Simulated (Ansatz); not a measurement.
**CH₃NSi (SMILES NC#[SiH]): one structure at several levels**

Aim: energy, forces and dipole at a structure displaced at random from a GFN2-xTB minimum, from CCSD(T) and from density functionals.

Program: Ansatz 0.2.0, Gaussian basis. Level of theory: single points in def2-TZVPP. These are calculated values, not measurements.

Correlated methods freeze the cores. B3LYP uses VWN-RPA correlation.

## Step 1: The starting structure

SMILES `NC#[SiH]`, 6 atoms, charge 0, spin multiplicity 1.

Atoms are counted from 1 here; the program's logs count them from 0.

Bond lengths: N1–C2 1.423 Å, N1–H4 1.063 Å, N1–H5 1.007 Å, C2–Si3 1.698 Å, Si3–H6 1.298 Å. Angles: C2–N1–H4 120.1°, C2–N1–H5 123.2°, H4–N1–H5 113.6°, N1–C2–Si3 143.3°, C2–Si3–H6 120.4°.

Coordinates:

```mol
CH3NSi
  3D, bonds by distance, orders not assigned

  6  5  0  0  0  0  0  0  0  0999 V2000
   -0.5007    0.2357   -1.0931 N   0  0
   -0.0930   -0.1970    0.1994 C   0  0
    0.9655    0.1499    1.4807 Si  0  0
   -1.4762    0.6306   -1.2403 H   0  0
   -0.0599   -0.0758   -1.9433 H   0  0
    1.1647   -0.7217    2.4219 H   0  0
  1  2  8  0
  1  4  8  0
  1  5  8  0
  2  3  8  0
  3  6  8  0
M  END
```

## Step 2: CCSD(T)/def2-TZVPP

Contents of run/in.yaml:

```yaml
crystal:
  periodic: [false, false, false]
  atoms:
    - {symbol: N, position_ang: [-0.500700, 0.235700, -1.093100]}
    - {symbol: C, position_ang: [-0.093000, -0.197000, 0.199400]}
    - {symbol: Si, position_ang: [0.965500, 0.149900, 1.480700]}
    - {symbol: H, position_ang: [-1.476200, 0.630600, -1.240300]}
    - {symbol: H, position_ang: [-0.059900, -0.075800, -1.943300]}
    - {symbol: H, position_ang: [1.164700, -0.721700, 2.421900]}
basis:
  gaussian: {orbitals: def2-TZVPP}
correlation: {method: ccsd_t}
output: {forces: true}
```

The command line of these runs was not kept.

## Step 3: PBE0-D4/def2-TZVPP

Edit run/in.yaml of step 2 so:

```diff
@@ -11,3 +11,3 @@
   gaussian: {orbitals: def2-TZVPP}
-correlation: {method: ccsd_t}
-output: {forces: true}
+hamiltonian: {xc: pbe0, dispersion: d4}
+output: {forces: true, orbitals: {seedname: orbitals}}
```

## Step 4: wB97M-V/def2-TZVPP

Edit run/in.yaml of step 3 so:

```diff
@@ -11,3 +11,3 @@
   gaussian: {orbitals: def2-TZVPP}
-hamiltonian: {xc: pbe0, dispersion: d4}
-output: {forces: true, orbitals: {seedname: orbitals}}
+hamiltonian: {xc: {name: wB97M-V}}
+output: {forces: true}
```

## Step 5: r2SCAN-D4/def2-TZVPP

Edit run/in.yaml of step 4 so:

```diff
@@ -11,3 +11,3 @@
   gaussian: {orbitals: def2-TZVPP}
-hamiltonian: {xc: {name: wB97M-V}}
+hamiltonian: {xc: r2scan, dispersion: d4}
 output: {forces: true}
```

## Step 6: PBE-D4/def2-TZVPP

Edit run/in.yaml of step 5 so:

```diff
@@ -11,3 +11,3 @@
   gaussian: {orbitals: def2-TZVPP}
-hamiltonian: {xc: r2scan, dispersion: d4}
+hamiltonian: {xc: pbe, dispersion: d4}
 output: {forces: true}
```

## Step 7: BHLYP-D4/def2-TZVPP

Edit run/in.yaml of step 6 so:

```diff
@@ -11,3 +11,3 @@
   gaussian: {orbitals: def2-TZVPP}
-hamiltonian: {xc: pbe, dispersion: d4}
+hamiltonian: {xc: {name: BHLYP}, dispersion: d4}
 output: {forces: true}
```

## Step 8: B3LYP-D4/def2-TZVPP

Edit run/in.yaml of step 7 so:

```diff
@@ -11,3 +11,3 @@
   gaussian: {orbitals: def2-TZVPP}
-hamiltonian: {xc: {name: BHLYP}, dispersion: d4}
+hamiltonian: {xc: {name: B3LYP}, dispersion: d4}
 output: {forces: true}
```

(Steps that only read results are left out.)

What does the calculation give? Wanted: energy less free atoms, CCSD(T)/def2-TZVPP; RMS force component; RMS force error; HOMO and LUMO, PBE0-D4; T1 diagnostic.

The runs gave:

```
                                  quantity                                                                                             value
energy less free atoms, CCSD(T)/def2-TZVPP                                                                                    -1812.4 kJ/mol
                       RMS force component                                                              2.168 to 2.375 eV/Å over the methods
                           RMS force error  PBE0-D4 0.304, wB97M-V 0.258, r2SCAN-D4 0.217, PBE-D4 0.254, BHLYP-D4 0.376, B3LYP-D4 0.222 eV/Å
                    HOMO and LUMO, PBE0-D4                                                                                -6.08 and -1.75 eV
                             T1 diagnostic                                                                                             0.043
```

**Reading.** Against CCSD(T) the functionals' energies less atoms differ by -159.9 to +31.3 kJ/mol, PBE-D4 by -159.9 kJ/mol. A larger basis would deepen the CCSD(T) value, while the functionals are nearly converged already, so the order here is not reliable. The forces of r2SCAN-D4 come nearest to CCSD(T), those of BHLYP-D4 are farthest. Frozen-core CCSD(T) forces in triple zeta carry basis errors of their own, and this is one geometry, so small gaps rank nothing. The T1 diagnostic is large here, over the usual mark for main-group molecules (transition-metal compounds often pass it harmlessly), so CCSD(T) itself may be off. The restricted Hartree–Fock reference is unstable towards an unrestricted one at one or more of these structures.
